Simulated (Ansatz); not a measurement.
`[CH3][Na]` + CH₃SH → `C[S][Na]` + CH₄ at 298.15 K and 1 bar (ligand exchange at the Na–C bond).

Calculated with Ansatz (gas phase, PBE0-D4/def2-TZVP geometries, no zero-point term in ΔE). CBS: MP2 limit from def2 TZ/QZ plus the TZ coupled-cluster correction, frozen cores. This one scheme is used for every species. For Na outer-core shells are correlated without core-valence functions, which leaves a few kJ/mol of doubt a bond.

| species | CCSD(T)/CBS energy (Eh) | H − E (kJ/mol) | S (J/(mol·K)) |
| --- | --- | --- | --- |
| `[CH3][Na]` | -201.91112 | 98.2 | 243.1 |
| CH₃SH | -438.22835 | 133.0 | 253.2 |
| `C[S][Na]` | -599.74600 | 115.2 | 305.0 |
| CH₄ | -40.46206 | 127.4 | 186.2 |

H − E and S are ideal-gas, rigid-rotor, harmonic terms from PBE0-D4/def2-TZVP. 1 Eh = 2625.50 kJ/mol, R = 8.31446 J/(mol·K).

**Question.** By hand: ΔE, ΔH, ΔS and ΔG.

**Answer.** ΔE = (-599.74600) + (-40.46206) − (-201.91112) − (-438.22835) = -0.06859 Eh = -180.1 kJ/mol. Δ(H − E) = 115.2 + 127.4 − 98.2 − 133.0 = 11.4, so ΔH = -168.7 kJ/mol. ΔS = 305.0 + 186.2 − 243.1 − 253.2 = -5.1 J/(mol·K). ΔG = -168.7 − 298.15 × (-5.1)/1000 = -167.2 kJ/mol.

**Question.** By hand: the equilibrium constant, and the temperature at which ΔG would vanish if ΔH and ΔS stayed fixed.

**Answer.** log₁₀ K = −ΔG/(RT ln 10) = 29.3. ΔG = 0 at ΔH/ΔS = 33078 K, far beyond where these terms or the molecules hold.

The number of gas molecules stays the same, so ΔS is small and ΔH decides. A doubt of 5 kJ/mol in ΔE shifts log₁₀ K by 0.9 here. These are equilibria of isolated gas molecules and say nothing of rates. Largest T1 diagnostic: 0.012 (customary marks: 0.02 for closed shells, 0.045 for open ones).
